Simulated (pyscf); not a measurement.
Elementary routes open to `[NH3]` + `[OH][SiH]` [singlet] in the gas phase (singlet surface):
A. `[NH2][SiH2][OH]` (H–N broken; N–Si, H–Si formed)
B. `[NH2][SiH]` [singlet] + `[OH2]` (H–N, O–Si broken; N–Si, H–O formed)

Structures and frequencies: ωB97X-D3(BJ)/def2-SVP in PySCF. MP2 and CC: frozen core, UHF for open shells. ΔMP2 is the change of the MP2 total energy from the triple- to the quadruple-zeta basis.

**Question.** Rank the routes by free-energy barrier at 600 K, lowest first, for CCSD(T)/def2-TZVPP + ΔMP2(QZVPP) energies (ideal gas, 1 atm, RRHO with modes under 100 cm⁻¹ raised to 100, one conformer, R ln 2 for rigid chiral ones).

**Answer.** B (26.5 kcal/mol), A (37.7 kcal/mol)

Route B is the fastest of these, ahead of the next by 11.2 kcal/mol. The most stable products are those of A (ΔG = -38.7 kcal/mol), whose barrier is 11.2 kcal/mol higher: the kinetic and the thermodynamic product differ. At 1200 K B is still the fastest. A: On the reactant side the descent ends in an adduct with a N–Si contact, 20.1 kcal/mol under the separated species and 36.7 kcal/mol under the saddle at ωB97X-D3(BJ)/def2-TZVP. B: On the reactant side the descent ends in an adduct with a N–Si contact, 21.5 kcal/mol under the separated species and 23.3 kcal/mol under the saddle at ωB97X-D3(BJ)/def2-TZVP. On the product side the descent ends in an adduct with a O–Si contact, 7.8 kcal/mol under the separated species and 6.3 kcal/mol under the saddle at ωB97X-D3(BJ)/def2-TZVP. Only these routes are compared; each barrier is that of the saddle found, and lower ones may exist. The CCSD(T) − MP2 part came from Ansatz, without density fitting, on the same reference.
